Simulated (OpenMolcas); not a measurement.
# What quartet SiCl costs in OpenMolcas

The species is SiCl (2 atoms), meant as a quartet with charge 0. As SMILES of the parent species, `[Si]Cl`. The shape is that of a PBE0-D4/def2-TZVP optimisation. That shape belongs to the parent species and isn't relaxed for this state.

```xyz
2

Si    0.8818   -0.2937    0.4521
Cl   -0.8818    0.2937   -0.4521
```

Program: OpenMolcas 26.06. Hardware: 1 thread of Arm Neoverse V1, shared host, so times are rough. Two-electron integrals are exact unless an approximation is named.

Estimate their order by wall time, quickest first.
A. energy at ROMP2/aug-cc-pVTZ, 10 core orbitals frozen
B. energy at UB3LYP/6-31G* (Cartesian functions), grid UltraFine
C. energy at UM06-L/aug-cc-pVTZ, grid UltraFine
D. energy at UHF/STO-3G

D (1.6 s), B (6.3 s), A (18 s), C (46 s).
